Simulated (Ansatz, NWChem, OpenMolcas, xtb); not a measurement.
## Ligand exchange: BH2F + SiH3(SH) → BH2(SH) + SiH3F

Species: BH2F `BF`, singlet; SiH3(SH) (sulfanylsilane), singlet; BH2(SH), singlet; SiH3F `F[SiH3]`, singlet. The partners trade F for SH: B–F and Si–SH bonds give way to B–SH and Si–F.

Shapes, held fixed at every level: PBE0-D4/def2-TZVP. Programs: Ansatz 0.2.0, NWChem 7.3.0, OpenMolcas 26.06, xtb 6.7.1. A level may come from different programs for different species; with the same settings they agree closely. The zero-point and thermal change to 298 K, harmonic and unscaled (PBE0-D4/def2-TZVP), is +1.2 kJ/mol.

| level | kind | ΔH(298 K) (kJ/mol) | less CCSD(T)/CBS estimate |
| --- | --- | --- | --- |
| GFN2-xTB | semi-empirical | -47.9 | -18.4 |
| HF/def2-SVP | Hartree–Fock | -9.7 | +19.8 |
| HF/def2-TZVPP | Hartree–Fock | -25.0 | +4.5 |
| B3LYP/6-31G* (spherical functions) | global hybrid | -15.9 | +13.6 |
| B3LYP-D4/def2-TZVPP | global hybrid | -26.8 | +2.7 |
| PBE0-D4/def2-TZVPP | global hybrid | -23.6 | +5.9 |
| CCSD/def2-SVP | coupled cluster or CI | -15.5 | +14.0 |
| CCSD(T)/CBS estimate | coupled cluster or CI | -29.5 | 0.0 |

The highest level, CCSD(T)/CBS estimate, gives ΔH(298 K) = -29.5 kJ/mol; the levels span -47.9 to -9.7. The column of differences is taken from that level and isn't an error. No measured value is set beside it here. The CBS estimate extrapolates MP2 from def2-TZVPP and def2-QZVPP and adds CCSD(T) − MP2 in the triple-zeta set, cores frozen.
